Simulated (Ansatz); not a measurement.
A calculation with Ansatz (development build ahead of 0.2.0).

```yaml
crystal:
  periodic: [false, false, false]
  atoms:
    - { symbol: C, position_ang: [-0.685, -0.837, 0.4587] }
    - { symbol: C, position_ang: [0.1623, 0.1983, -0.1087] }
    - { symbol: "N", position_ang: [0.8368, 1.0224, -0.5604] }
    - { symbol: H, position_ang: [-0.9477, -0.5876, 1.4968] }
    - { symbol: H, position_ang: [-1.6116, -0.9333, -0.1252] }
    - { symbol: H, position_ang: [-0.1619, -1.804, 0.4507] }
basis:
  gaussian: { orbitals: def2-SVP }
magnetization:
  spin_polarized: true
  initial_magnetization: 2
hamiltonian:
  xc: hf
correlation:
  method: mp2
  frozen_orbitals: { C: 1, H: 0, "N": 1 }
output:
  forces: true
```

The input is written out in the form of the current development build from the run's settings.

Output:

```yaml
Converged: yes
Reference_energy: -131.61493 hartree
Correlation_energy: -0.35515 hartree
Total_energy: -131.97009 hartree
Spin_squared_of_the_determinant: 2.017
Stability_test: minimum
```

Forces (eV/Å):
| atom | Fx | Fy | Fz |
| --- | --- | --- | --- |
| C1 | 0.555 | 0.635 | -0.318 |
| C2 | -9.531 | -12.137 | 6.932 |
| N3 | 9.701 | 11.968 | -6.626 |
| H4 | -0.105 | -0.020 | 0.024 |
| H5 | -0.563 | -0.381 | 0.024 |
| H6 | -0.057 | -0.064 | -0.035 |

Caution: another spin multiplicity may lie lower; the determinant breaks the point group.
